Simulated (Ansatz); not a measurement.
Barrier CH4FO, charge -1 via CH4FO, on the benchmark's geometries as Psi4's copy gives them; open shells unrestricted, no zero-point energy, no spin–orbit coupling.
Transition structure (charge -1, multiplicity 1, Z-matrix in Å and degrees):
```
C
H 1 1.0701
H 1 1.0702 2 120.50
H 1 1.0702 2 119.41 3 170.28
F 1 1.7599 2 92.49 4 95.38
O 1 1.9858 2 88.45 4 -82.97
H 6 0.9604 1 104.34 2 -60.90
```

The values were computed with Ansatz (a program for electronic structure) with Gaussian orbitals. 

The barrier height (kcal/mol) and the share of exact exchange:

```csv
functional,exact exchange (%),value
PBE/def2-TZVPPD,0,4.21
PBE0/def2-TZVPPD,25,9.08
BLYP/def2-TZVPPD,0,4.14
B3LYP/def2-TZVPPD,20,8.06
BHLYP/def2-TZVPPD,50,12.69
r2SCAN/def2-TZVPPD,0,5.85
```

Question: Take the value as linear in the share of exact exchange along PBE and PBE0. Give the slope, say whether the sign turns, and set the other functionals against that line.

Answer: 
Slope: (9.08 − (4.21))/2.5 = 1.95 kcal/mol for each 10 %. The line keeps its sign from 0 to 100 %. At 50 % it gives 13.9 kcal/mol. The LYP pair gives (12.69 − (4.14))/5 = 1.71 for each 10 %. BHLYP, at 50 %, lies -1.2 from the PBE line. B3LYP, at 20 %, lies 0.0 from the PBE line. r2SCAN, with none, stands 1.6 from PBE.
